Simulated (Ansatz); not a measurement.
A made-up structure of BNH3 (charge +1), closed shell:

B1  (0.337, -0.442, 0.294)
N2  (-0.232, 0.304, -0.203)
H3  (0.847, -1.109, 0.740)
H4  (-1.194, 0.049, -0.455)
H5  (0.242, 1.198, -0.376)
(Å)

It is relaxed with PBE-D4/def2-SVP and then PBE0-D4/def2-TZVP (Ansatz 0.2.0). Atoms count as bonded within 1.22 times the sum of their covalent radii (H–H: 0.88 Å). The end point is not checked to be a true minimum.

(1) Does its bonding change? (A judgement: the text doesn't fix the answer.)

Answers

(1) By the calculation: No: no bond forms or breaks.

Where it ends: The first stage lowers the energy by 4.74 eV in 6 steps. It ends as BNH₃ ([BH][NH2]), total charge +1:
B1  (0.416, -0.545, 0.363)
N2  (-0.287, 0.375, -0.250)
H3  (1.046, -1.369, 0.913)
H4  (-1.252, 0.238, -0.549)
H5  (0.077, 1.301, -0.477)
(Å)

Labels in which every atom is bracketed show which atoms are joined, not bond orders.

For scale, one of the runs: PBE0-D4/def2-TZVP relaxation, 80 basis functions, launched by `ansatz run in.yaml --threads 2 --pin off --events-out ev --progress --plain --max-ram 4352MiB`. The run took about 2.9 s on 2 CPU threads of an Arm Neoverse V2 (shared host).
